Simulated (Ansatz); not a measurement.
# C2H3NO: one species, many methods

The task here is to estimate one member of a computed series from the others.

Computed with Ansatz 0.2.0, Gaussian basis. Level: functionals in def2-TZVPP, the program's frozen cores in correlated methods.

The runs, in order: LDA (SPW92), PBE-D4, revPBE-D4, BLYP-D4, r2SCAN-D4, B97M-V, PBE0-D4, B3LYP-D4, r2SCANh-D4, r2SCAN0-D4, HSE06-D4, BHLYP-D4, CAM-B3LYP-D4, LC-ωPBE, ωB97X-V, ωB97M-V, B2PLYP, PBE-QIDH; CCSD(T)/def2-SVP; CCSD(T)/def2-TZVPP; MP2/def2-QZVPP; extrapolation to the limit; RPA on PBE.

## The relaxed structure

An earlier PBE0-D4 in a triple-zeta def2 set relaxation fixed the geometry.

SMILES `N=CC=O`, 7 atoms, charge 0, spin multiplicity 1.

Atoms are counted from 1 here; the program's logs count them from 0.

Bond lengths: N1–C2 1.261 Å, N1–H5 1.027 Å, C2–C3 1.506 Å, C2–H6 1.092 Å, C3–O4 1.200 Å, C3–H7 1.108 Å. Angles: C2–N1–H5 108.8°, N1–C2–C3 122.8°, N1–C2–H6 119.8°, C3–C2–H6 117.3°, C2–C3–O4 122.0°, C2–C3–H7 116.5°, O4–C3–H7 121.5°.

The first run:

Input file in.yaml:

```yaml
crystal:
  periodic: [false, false, false]
  atoms:
    - {symbol: N, position_ang: [-0.987945, 1.082066, -0.389480]}
    - {symbol: C, position_ang: [-0.144881, 0.543962, 0.378292]}
    - {symbol: C, position_ang: [0.556192, -0.747016, 0.045339]}
    - {symbol: O, position_ang: [0.348235, -1.338572, -0.977750]}
    - {symbol: H, position_ang: [-1.090597, 0.499638, -1.229119]}
    - {symbol: H, position_ang: [0.102394, 1.017877, 1.330914]}
    - {symbol: H, position_ang: [1.277801, -1.125955, 0.796102]}
basis:
  gaussian: {orbitals: def2-TZVPP}
hamiltonian: {xc: lda}
output: {orbitals: {seedname: orbitals}}
```

Started as:

```bash
$ ansatz run in.yaml --threads 2 --pin off --events-out ev --progress --plain --max-ram 4352MiB
```

Steps of the session up to this table: LDA; PBE-D4 (GGA); revPBE-D4 (GGA); BLYP-D4 (GGA); r2SCAN-D4 (meta-GGA); B97M-V (meta-GGA); PBE0-D4 (hybrid); B3LYP-D4 (hybrid); r2SCANh-D4 (hybrid); r2SCAN0-D4 (hybrid); HSE06-D4 (hybrid); BHLYP-D4 (hybrid); CAM-B3LYP-D4 (range-separated); LC-ωPBE (range-separated); ωB97X-V (range-separated); ωB97M-V (range-separated); B2PLYP (double hybrid); PBE-QIDH (double hybrid).

One table of the session follows, with a row left open; its other results are not shown here.

It belongs to the step «Orbital energies across the functionals». 

| functional | HOMO (eV) | LUMO (eV) | gap (eV) |
| --- | --- | --- | --- |
| LDA (SPW92) | -6.48 | -4.07 | 2.41 |
| PBE-D4 | -6.35 | -3.79 | 2.56 |
| revPBE-D4 | -6.29 | -3.69 | 2.60 |
| BLYP-D4 | -6.30 | -3.66 | 2.64 |
| r2SCAN-D4 | -6.65 | -3.66 | 2.99 |
| B97M-V | -6.82 | -3.51 | 3.31 |
| PBE0-D4 | -7.91 | -2.71 | 5.20 |
| B3LYP-D4 | ? | ? | ? |
| r2SCANh-D4 | -7.23 | -3.25 | 3.98 |
| r2SCAN0-D4 | -8.12 | -2.64 | 5.48 |
| HSE06-D4 | -7.50 | -3.10 | 4.41 |
| BHLYP-D4 | -9.46 | -1.52 | 7.95 |
| CAM-B3LYP-D4 | -9.40 | -1.50 | 7.90 |
| LC-ωPBE | -10.69 | -0.26 | 10.43 |
| ωB97X-V | -10.37 | -0.32 | 10.05 |
| ωB97M-V | -10.29 | -0.37 | 9.92 |

**Question.** Estimate the row for B3LYP-D4.

Worked estimate for «HOMO (eV)». Against the share of exact exchange, BLYP-D4 (0, -6.30), BHLYP-D4 (0.5, -9.46) give a slope of -6.32 per unit share; at 0.2 the line stands at -7.56.

As computed: HOMO (eV): -7.71; LUMO (eV): -2.96; gap (eV): 4.74. In «HOMO (eV)» the line misses by +0.15.
